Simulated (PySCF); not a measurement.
## Magnesium: a sound run and one with changed settings

Sound run: Mg [Ne] 3s2, Mg⁺ [Ne] 3s1. Computed with PySCF 2.14 in jorge-DZP-DKH (7s4p1d, 24 functions), with scalar relativity by spin-free X2C-1e. In the sound run the correlated levels freeze [Ne]. The sound run starts from symmetry-adapted Hartree-Fock orbitals and uses a fine grid where one is needed.

Changed run: basis STO-3G, all-electron and non-relativistic. This setting is unsound on purpose.

| species | method | sound run (hartree) | changed run (hartree) | converged |
| --- | --- | --- | --- | --- |
| Mg | UHF | -199.91307 | -197.00735 | yes |
| Mg | MN15 | -200.36553 | -196.76496 | yes |
| Mg | LDA | -199.42958 | -196.49072 | yes |
| Mg | MP2 | -199.93396 | -197.02783 | yes |
| Mg | CCSD(T) | -199.94581 | -197.04357 | yes |
| Mg⁺ | UHF | -199.67014 | -196.96676 | yes |
| Mg⁺ | MN15 | -200.08724 | -196.67728 | yes |
| Mg⁺ | LDA | -199.14519 | -196.38524 | yes |

Ionisation energy of Mg:

```tsv
method	sound run (eV)	changed run (eV)
UHF	6.610	1.105
MN15	7.573	2.386
LDA	7.739	2.870
MP2	7.179	1.662
SCS-MP2	7.293	1.773
CCSD	7.501	2.090
CCSD(T)	7.501	2.090
CCSDT	7.501	2.090
FCI	7.501	2.090
```

A minimal basis cannot let orbitals breathe on ionisation and holds almost no correlation. The Hamiltonian changed with the basis, so the totals do not compare.

For comparison, NIST gives 7.646 eV between the lowest levels.
